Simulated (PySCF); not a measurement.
# SF2, triplet: molecular constants

All numbers come from UBP86 in PySCF with S def2-TZVP, F def2-TZVP; no relativity; density-fitted integrals.

The structure is a minimum.

```xyz
3
charge 0 multiplicity 3, angstrom
S     0.0000    0.0000   -0.1034
F     1.6919    0.0000    0.0874
F    -1.6919    0.0000    0.0874
```

| Property | Result |
| --- | --- |
| Point group | C2v |
| Bond lengths | S–F 1.703 Å (×2) |
| Bond angles | F–S–F 167.1° |
| Zero-point energy | 8.1 kJ/mol |
| Highest occupied level (α) | -7.27 eV |
| Entropy at 298.15 K and 1 bar (electronic part: spin only) | 266.3 J/(mol K) |
| Atomisation energy without zero-point energy | 710 kJ/mol |
| Rotational constants | 26.68, 0.155, 0.1541 cm⁻¹ |
| Principal polarisabilities | 14.5, 14.6, 38.1 bohr³ |
| Spin squared ⟨S²⟩ | 2.002 |
| Rotational symmetry number | 2 |
| Lowest empty level (β) | -5.84 eV |
| Enthalpy at 298.15 K above 0 K | 12.48 kJ/mol |
| Heat capacity Cp at 298.15 K | 49.7 J/(mol K) |
| Principal quadrupole moments (Buckingham, traceless) about the centre of mass | -5.50, 2.66, 2.84 D Å |
| Dipole moment | 0.26 D |

Harmonic modes (masses in u: S 31.972, F 18.998):
```csv
symmetry,ω (cm⁻¹),IR (km/mol),μ (u),type
a1,139,5.1,24.14,bend
a1,554,2.3,19.14,stretch
b2,666,392,24.33,stretch
```

In C2v the vibrations span 2a1 + b2. Here b1 is antisymmetric to the molecular plane and b2 lies in it.

Charges (e):
```tsv
atom	Mulliken	Löwdin	polar tensor	spin (Mulliken)	Mayer order to S1
S1	0.45	0.42	1.08	1.56	–
F2,3	-0.23	-0.21	-0.54	0.22	1.00
```

Mulliken populations on S1: s 6.05, p 9.13, d 0.33, f 0.04.

Outer orbital energies (eV). α occupied: -13.84, -11.88, -11.86, -10.89, -10.87, -9.54, -7.43, -7.27; empty: -0.51, 5.67, 5.67, 6.06. β occupied: -29.75, -17.93, -13.55, -11.09, -11.08, -10.37, -10.36, -8.90; empty: -5.84, -5.67, 0.08, 6.47.

Other isomers or separated fragments may lie lower. At this level a singlet minimum of C2v symmetry lies 84 kJ/mol below this structure.

The final relaxation and frequency run took of the order of 40 core-seconds on a shared host.
